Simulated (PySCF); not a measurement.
Method: PBE-D3(BJ)/def2-TZVP (PySCF 2.14.0). Isolated molecules, 0 K electronic values unless said otherwise. 

Reference species (SMILES): `CF` (neutral, multiplicity 1).

| Property | Value |
|---|---|
| HOMO | -7.95 eV |
| HOMO–LUMO gap | 8.72 eV |

Changed species: `C` (0 of 4 H replaced by F; the reference has 1 of 4 H replaced by F).

**Question.** What does the change do to the HOMO and HOMO–LUMO gap?

**Answer.** the HOMO drops by 1.46 eV, to -9.41 eV; the HOMO–LUMO gap rises by 1.59 eV, to 10.31 eV.
